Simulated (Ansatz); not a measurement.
**A basis-limit estimate, worked out**

The pair of NH4⁺ (SMILES [NH4+], atoms 1–5) and SiH3Cl (SMILES [SiH3]Cl, atoms 6–10), both closed shells, in one local arrangement (a lower one may exist), relaxed at PBE0-D4/def2-TZVP:

N1  (0.301, 0.125, -2.155)
H2  (-0.444, -0.550, -2.333)
H3  (0.069, 1.011, -2.607)
H4  (1.178, -0.230, -2.538)
H5  (0.407, 0.278, -1.122)
Si6  (-0.409, -0.209, 2.282)
Cl7  (0.826, 0.755, 0.862)
H8  (0.496, -1.049, 3.087)
H9  (-1.366, -1.005, 1.484)
H10  (-1.059, 0.874, 3.039)
(Å)

Both fragments are computed in the basis of the whole pair.

Computed with Ansatz 0.2.0 (basis: def2-TZVPPD and def2-QZVPPD); correlated methods freeze the cores.

Energies in eV:

| quantity | pair | first fragment | second fragment |
| --- | --- | --- | --- |
| Hartree–Fock, triple zeta (X = 3) | -21954.90540 | -1539.21579 | -20415.27236 |
| Hartree–Fock, quadruple zeta (X = 4) | -21955.56377 | -1539.28633 | -20415.85556 |
| MP2 correlation, X = 3 | -15.16029 | -6.24258 | -8.79139 |
| MP2 correlation, X = 4 | -16.32535 | -6.64465 | -9.54046 |
| CCSD(T) correlation, X = 3 | -17.13731 | -6.84141 | -10.18436 |

**Question.** Work out the interaction energy at the basis limit: extrapolate Hartree–Fock as E(X) = E∞ + A exp(−7.88 √X) and the MP2 correlation as E(X) = E∞ + B X^−2.97 (the exponents that Neese and Valeev fitted for def2-TZVPP and QZVPP, reused here for the diffuse sets), then add CCSD(T) − MP2 in triple zeta.

**Answer.** Each step is linear, so take the differences first (pair − first fragment − second fragment): Hartree–Fock -0.41725 (X = 3) and -0.42188 (X = 4); MP2 correlation -0.12632 and -0.14024; CCSD(T) correlation -0.11154.
Two points give E∞ = E(4) + w [E(4) − E(3)], with w = 1/(exp(7.88 (2 − √3)) − 1) = 0.1377 for Hartree–Fock and w = 1/((4/3)^2.97 − 1) = 0.7407 for the correlation.
Hartree–Fock: -0.42188 + 0.1377 × (-0.00463) = -0.4225 eV.
MP2 correlation: -0.14024 + 0.7407 × (-0.01392) = -0.1506 eV.
CCSD(T) − MP2: -0.11154 − (-0.12632) = 0.0148 eV.
Sum: -0.4225 + (-0.1506) + 0.0148 = -0.5583 eV, or -12.87 kcal/mol. Plain CCSD(T) in triple zeta gives -0.5288 eV, so the larger basis shifts the result by -0.0295 eV.

No T1 diagnostic of these runs exceeds 0.009.

For scale, one of the runs: CCSD(T)/def2-TZVPPD, 255 basis functions, launched by `ansatz run in.yaml --threads 4 --pin off --events-out ev --progress --plain --max-ram 9574MiB`. Time: 78 s of wall clock on 4 CPU threads of an Arm Neoverse V1; the host was shared. Peak host memory: 5.3 GiB.
